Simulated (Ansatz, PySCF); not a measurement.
This PySCF input computes a CCSD(T)/cc-pVDZ energy:

```python
from pyscf import gto, scf, mp, cc as ccmod

mol = gto.M(
    atom='''
    C    -0.69272317    0.11838624   -0.00471318
    N     0.69817852   -0.11549684   -0.01936428
    H    -1.22204869   -0.63877871   -0.58426364
    H    -0.91948182    1.14289724   -0.30190122
    H    -1.04052385    0.01034810    1.04968316
    H     1.08188890   -1.05423543   -0.13393290
    H     1.36925485    0.63792927    0.13424367
    ''',
    basis='cc-pvdz',
    charge=1,
    spin=1,
    verbose=4,
)

mf = scf.UHF(mol)
mf.conv_tol = 1e-10
mf.max_cycle = 100
mf.kernel()
mo, _, stable, _ = mf.stability(return_status=True)
if not stable:
    mf.kernel(mf.make_rdm1(mo, mf.mo_occ))
mp2 = mp.MP2(mf, frozen=2).run()
cc = ccmod.CCSD(mf, frozen=2)
cc.max_cycle = 100
cc.kernel()
et = cc.ccsd_t()
print(f'E(CCSD(T)) = {cc.e_tot + et:.9f}')
```

Write an input for the same energy in Ansatz (a quantum-chemistry and plane-wave program) and say what it gives.


Ansatz 0.2 input:
```yaml
crystal:
  periodic: [false, false, false]
  atoms:
    - {symbol: C, position_ang: [-0.69272317, 0.11838624, -0.00471318]}
    - {symbol: N, position_ang: [0.69817852, -0.11549684, -0.01936428]}
    - {symbol: H, position_ang: [-1.22204869, -0.63877871, -0.58426364]}
    - {symbol: H, position_ang: [-0.91948182, 1.14289724, -0.30190122]}
    - {symbol: H, position_ang: [-1.04052385, 0.01034810, 1.04968316]}
    - {symbol: H, position_ang: [1.08188890, -1.05423543, -0.13393290]}
    - {symbol: H, position_ang: [1.36925485, 0.63792927, 0.13424367]}
basis:
  gaussian:
    orbitals: cc-pVDZ
total_charge: 1
magnetization: {spin_polarized: true, initial_magnetization: 1}
correlation: {method: ccsd_t, electrons: outside_noble_gas}
```
It gives -95.26979 Eh, and PySCF -95.26979 Eh, a difference of 0.00 mEh.
